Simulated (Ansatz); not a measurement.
Born–Oppenheimer molecular dynamics of CH7ClSi (10 atoms, charge 0, multiplicity 1). It starts at the highest image of a converged band. Of that band: A vibrational analysis at the climbing image gives 2 clearly imaginary modes (1072i, 187i cm⁻¹): a point of higher order, so a lower path passes nearby.

These are results of RKS CAM-B3LYP-D4/6-31G* (Ansatz 0.2.0), not measurements.

```
ensemble                      : NVE (velocity Verlet)
time step                     : 0.5 fs
steps asked                   : 200
starting velocities drawn for : 100 K
seed                          : 2648
```

First frame:

```xyz
10
Properties=species:S:1:pos:R:3
Si -0.207 0.069 -0.268
Cl 0.295 -0.241 2.396
C 1.648 -0.003 -0.415
H 2.043 -0.958 -0.066
H 1.883 0.115 -1.482
H 2.126 0.800 0.148
H -0.696 1.401 -0.688
H -0.802 -1.047 -1.037
H -1.600 -0.025 0.702
H -1.072 -0.111 1.418
```

Q: How far do the bonds stretch over the last three quarters of this one trajectory? (Pairs bonded in most of those frames.)

A: 
```
   bond  mean (Å)  spread (Å)  shortest  longest
Si1–Cl2     2.307       0.323      1.76     2.74
 Si1–C3     1.853       0.053      1.75     1.94
 Si1–H7     1.479       0.027      1.44     1.53
 Si1–H8     1.481       0.015      1.45     1.51
  C3–H4     1.093       0.006      1.08     1.11
  C3–H5     1.099       0.013      1.08     1.12
  C3–H6     1.093       0.004      1.08     1.10
 H9–H10     0.754       0.028      0.72     0.83
```

Mean temperature of the second half: 2112 K. The conserved energy stayed within 0.13 meV per atom of its start (net change -0.021 meV per atom), so the integration is sound. The kinetic energy rose, since the run started high on the potential surface and went downhill. It ends in pieces (CH5ClSi + H2), so much of that is their flight and rotation, not heat. A run of 0.1 ps of so small a system gives no equilibrium averages. The orbitals stay closed-shell, which can raise the energy where a bond breaks towards radicals; this wasn't checked here.

Run time: 7.8 min on 2 threads of Intel(R) Xeon(R) Platinum 8259CL CPU @ 2.50GHz (Skylake/Cascade Lake), on a shared host, peak memory 0.18 GiB.
